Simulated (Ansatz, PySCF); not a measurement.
Gas-phase reaction in SMILES: Cl (HCl) -> Cl (HCl) as doublet, charge +1 + e-

Quantity: adiabatic ionisation energy (0 K, with zero-point energies), in eV. Set-up: valence correlation only; LANL2DZ with its own core potentials from Na on; six Cartesian d functions in 6-31G* and its kin unless marked 5d; no spin-orbit coupling; UHF or UKS for open shells; 6-311+G** with 5d, 6d on Na to Ar in Ansatz (a quantum-chemistry and plane-wave program); non-relativistic. CBS(X,Y): correlation extrapolated as X^-3; Hartree-Fock from the larger set (for Q and 5 zeta extrapolated as (X+1)exp(-9√X)). Ab initio and DFT rows: single points at B3LYP-D3(BJ) geometries (Ansatz), with unscaled harmonic terms from B3LYP/6-31G* at its own minima.

Measured values: CCCBDB table in ASE; they hold spin-orbit and core effects. 

Value to compare with, the measured value: 12.74 eV.

| level | program | adiabatic ionisation energy (0 K, with zero-point energies) (eV) | error |
|---|---|---|---|
| HF/LANL2DZ | Ansatz | 11.93 | -0.81 |
| HF/6-311+G** | Ansatz | 11.56 | -1.18 |
| PBE/3-21G | Ansatz | 12.73 | -0.01 |
| PBE/def2-SVP | Ansatz | 12.49 | -0.25 |
| PBE/6-311+G** | Ansatz | 12.68 | -0.06 |
| BP86/def2-SVP | PySCF | 12.63 | -0.11 |
| B3LYP/6-31G* | Ansatz | 12.70 | -0.04 |
| B3LYP/def2-SVP | Ansatz | 12.54 | -0.20 |
| B3LYP/cc-pVDZ | Ansatz | 12.65 | -0.09 |
| PBE0/6-31G* | Ansatz | 12.66 | -0.08 |
| M06-2X/6-31G* (5d) | PySCF | 12.74 | 0.00 |
| M06-2X/6-311+G** | PySCF | 12.76 | 0.02 |
| MP2/STO-3G | Ansatz | 10.98 | -1.76 |
| MP2/6-31G* | Ansatz | 12.23 | -0.51 |
| PBE/def2-TZVPD | Ansatz | 12.67 | -0.07 |
| M06-2X/def2-TZVPD | PySCF | 12.75 | 0.01 |
| wB97M-V/def2-TZVPD | Ansatz | 12.70 | -0.04 |
| CCSD(T)/CBS(cc-pV(Q+d)Z,cc-pV(5+d)Z) | Ansatz | 12.79 | 0.05 |

Among the 14 habitual levels, MP2/STO-3G lies farthest from the measured value (-1.76 eV); 1 of 14 lie above it, and their mean absolute error is 0.37 eV, the median 0.10. One case shows no general order.

The levels are drawn from those run, B3LYP/6-31G* more often than the rest, none by its result; runs whose electronic state is in doubt are left out.
